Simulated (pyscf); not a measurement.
O=AsH + H₂O → O=As–OH + H₂, a four-centre exchange (singlet surface; As–H, H–O broken, As–O, H–H formed). Optimised with ωB97X-D3(BJ)/def2-SVP in PySCF. Energies in kcal/mol from the separated reactants.

AM1 to PM7: differences of heats of formation from MOPAC, which are fitted to 298 K values and so differ in kind from electronic energies by zero-point and thermal terms. 

**Question.** In single points PM3 puts the saddle at 28.1 kcal/mol and the reaction energy at -28.5 kcal/mol. Should these be trusted to within a few kcal/mol? Compare with ωB97M-D3(BJ)/def2-TZVP.

**Answer.** ωB97M-D3(BJ)/def2-TZVP gives ΔE‡ = 19.0 kcal/mol and ΔE = -18.9 kcal/mol. PM3 lies 9.0 kcal/mol over it in the barrier and 9.6 kcal/mol under it in the reaction energy, so on this step it does not hold to within 3.0 kcal/mol. ωB97M-D3(BJ)/def2-TZVP has limits of its own. On the reactant side the descent ends in a bound adduct, 10.8 kcal/mol under the separated species and 29.0 kcal/mol under the saddle at ωB97X-D3(BJ)/def2-TZVP. At the saddle there is also a short As–H contact that neither side keeps. The same reactants have a lower exit, to HO–AsH–OH (barrier -2.1 kcal/mol at ωB97M-D3(BJ)/def2-TZVP, against +19.0 kcal/mol here). O=AsH lies 7.5 kcal/mol over its isomer HO–As: [triplet] (electronic energy, ωB97M-D3(BJ)/def2-TZVP). One saddle was located; it need not be the lowest between these sides. In the def2 sets elements up to Kr have no core potential.
